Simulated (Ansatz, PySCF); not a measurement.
Complex: HF (SMILES F) (first 2 atoms) with HF (SMILES F); geometry from A24 set.
(charge 0, multiplicity 1):
```xyz
4

H      0.000     0.803     1.695
F      0.000    -0.046     1.340
H      0.000    -0.120    -0.491
F      0.000     0.010    -1.404
```

Monomers are frozen at their geometry in the pair; levels with a basis set take the counterpoise correction. Rows marked so take none.

Rows in STO-3G carry no dispersion term and start afresh at each structure.

Run with Ansatz (a program for electronic structure); PySCF for STO-3G rows, the dispersion terms. Values without a source in brackets are computed.

### Question
Estimate the interaction energy that HF/STO-3G (no counterpoise) returns for this input.

### Answer
-20 kJ/mol
